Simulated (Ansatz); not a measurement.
Abridged output of a molecular run in Ansatz:

```
Functional definition: HF
1664 factors; integrals over basis functions are off by at most 1.0e-3 eV
mean field evaluation 1: about -10635.7669 eV, gradient 4.2e1 eV
mean field evaluation 2: about -10636.0605 eV, gradient 4.2e1 eV
mean field evaluation 4: about -10639.7531 eV, gradient 4.4e0 eV
mean field evaluation 8: about -10639.8126 eV, gradient 2.3e-1 eV
mean field -10639.81281541 eV, -391.0059090421 hartree, gradient 1.7e-6 eV, S^2 0.000000; 0 other end points of the search recorded, 0 dependent functions left out
6 core orbitals not correlated: weight in the atoms' cores, before any rotation towards them, 1.000 or more for the frozen orbitals, at most 0.000 for the correlated occupied ones
reference -10639.81281541 eV, -391.0059090421 hartree; 19, 19 occupied and 245, 245 virtual orbitals, 1664 factors
second order -33.81353929 eV of doubles, -0.00000000 eV of singles
cycle   1  -33.80806617 eV  change    5.5e-3 eV  update   1.1e-1
cycle   2  -34.53491965 eV  change   -7.3e-1 eV  update   3.2e-2
cycle   3  -34.69716994 eV  change   -1.6e-1 eV  update   1.6e-2
cycle   4  -34.68004874 eV  change    1.7e-2 eV  update   3.2e-3
cycle   5  -34.67897031 eV  change    1.1e-3 eV  update   1.4e-3
cycle   6  -34.68023398 eV  change   -1.3e-3 eV  update   4.3e-4
cycle   7  -34.67998117 eV  change    2.5e-4 eV  update   1.5e-4
cycle   8  -34.67987547 eV  change    1.1e-4 eV  update   4.6e-5
cycle   9  -34.67988704 eV  change   -1.2e-5 eV  update   1.5e-5
perturbative correction -1.20295400 eV, -0.0442077440 hartree
Total energy: -10675.69565644 eV, -392.3245791279 hartree
```

Its atoms:

Cartesian coordinates in Å:
```
C -1.367 -0.991 -0.593
C 0.002 -0.521 -0.210
F 0.875 -0.724 -1.267
O -0.051 0.839 0.069
C 1.083 1.356 0.657
F 1.148 0.988 1.983
H -1.731 -0.401 -1.436
H -2.048 -0.868 0.249
H -1.332 -2.043 -0.876
H 0.423 -1.072 0.638
H 1.002 2.442 0.610
H 1.996 0.994 0.174
```

**Question.** Which basis set was used?
A. def2-SVPD
B. def2-SVP
C. def2-TZVPPD
D. def2-TZVPP

**Answer.** D. It gives 270 functions.

**Question.** Write the keys of the input that set method, charge and spin (a neutral closed shell needs none for the last two).

**Answer.** 
```yaml
correlation: {method: ccsd_t}
```
